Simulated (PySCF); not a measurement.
Species: cyanoacetylene, C3HN.
SMILES: `C#CC#N`

The closed-shell ground state was solved at several levels (PySCF, density fitting, gas phase, non-relativistic). Geometry: GFN2-xTB; no solvent, vibrations or thermal averaging.

```tsv
level	basis functions	HOMO (eV)	LUMO (eV)	gap (eV)	dipole (D)
PBE0/pcSseg-1	73	-9.08	-1.60	7.48	3.85
B3LYP/pcJ-1	118	-8.82	-1.81	7.01	3.83
```

(1) What might CAM-B3LYP/def2-SVPD (88 basis functions) give for the same quantities?

(2) Over all these levels, which gives the widest orbital gap and which the narrowest?

(3) How far do the dipole and the HOMO energy spread over the levels?

Results:

(1) HOMO -10.39 eV, LUMO -0.48 eV, gap 9.91 eV, dipole 3.90 D.

(2) CAM-B3LYP/def2-SVPD (range-separated hybrid) has the widest, 9.91 eV, and B3LYP/pcJ-1 (global hybrid, 20 % exact exchange) the narrowest, 7.01 eV. Functional and basis both differ between the two, so the spread mixes both effects.

(3) The dipole runs from 3.83 to 3.90 D (mean 3.86 D) and the HOMO from -10.39 to -8.82 eV.
